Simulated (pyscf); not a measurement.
Structures and frequencies: ωB97X-D3(BJ)/def2-SVP in PySCF. Correlated levels are frozen-core, on RHF or UHF. ΔMP2 is the change of the MP2 total energy from the triple- to the quadruple-zeta basis.

### Question
For the elementary gas-phase step CH₄ (SMILES C) + SnH₃• (SMILES [SnH3]) → H₃C–SnH₃ (SMILES [CH3][SnH3]) + H• (SMILES [H]) (doublet surface; C–H broken, C–Sn formed), what barrier and reaction energy does CCSD(T)/def2-TZVPP + ΔMP2(QZVPP) give, measured from the separated reactants?

### Answer
ΔE‡ = 54.0 kcal/mol, ΔE = +37.9 kcal/mol. Zero-point energy shifts the barrier by -2.6 kcal/mol. It is a substitution at C, with an imaginary mode of 1408i cm⁻¹. The same reactants have a lower exit, to SnH₄ + CH₃• (barrier +36.2 kcal/mol at ωB97M-D3(BJ), against +56.6 kcal/mol here). One saddle was located; it need not be the lowest between these sides. The angle at the attacked C is 180°. The CCSD(T) − MP2 part came from Ansatz, without density fitting, on the same reference. The frozen core leaves the outer d or s,p core shells of the metals and heavy elements correlated in the MP2 and CC values, and def2-TZVPP describes them poorly, which can shift differences by a few kcal/mol. Elements past Kr carry the def2 core potentials, without spin-orbit coupling.
